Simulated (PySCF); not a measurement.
Structure problem from calculated spectra and properties.

Formula: C2H6O2S.

- XPS: S2p3/2 174.0, C1s 291.7 (×2), O1s 537.6 (×2), S1s 2482.7 eV [ΔSCF SCAN, pcX-2 on the ionised atom, pcseg-1 elsewhere, spin-free X2C, 2p3/2 from a spin–orbit splitting computed afterwards within the 2p shell]
- UV, strongest line: among the 8 lowest singlet transitions: S8 at 9.23 eV (134 nm, f = 0.155) [TDDFT wB97X-D/def2-SVPD]
- UV, first state: lowest singlet excitation: 7.93 eV (156 nm, f = 0.005) [TDDFT wB97X-D/def2-SVPD]
- Rotational structure: rotational constants A, B, C: 4.550, 4.262, 4.005 GHz [GFN2-xTB]
- Dipole: 4.87 D [wB97X-D/def2-SVPD]
- Triplet: lowest triplet excitation (Tamm–Dancoff): 7.68 eV [TDA wB97X-D/def2-SVPD]
- Polarisability: 52.3 au [wB97X-D/def2-SVPD]

Gas-phase values; electronic properties from PySCF, density fitting. Levels stand in brackets. Isolated species at its GFN2-xTB geometry, gas phase.

Q: What is the compound? Reason from the data.

A: Numbering: `[CH3:1][S:2]([CH3:3])(=[O:4])=[O:5]`. The core levels belong to: S2p3/2 174.0 eV, sulfonyl sulfur [S2]; C1s 291.7 eV, S-methyl carbon [C1/C3]; O1s 537.6 eV, sulfonyl oxygen [O4/O5]; S1s 2482.7 eV, sulfonyl sulfur [S2]. The optimised geometry has point group C2v and is an asymmetric top. Structure: `CS(C)(=O)=O`. The assignments are read from this structure; whether some other isomer fits the data as well wasn't checked.
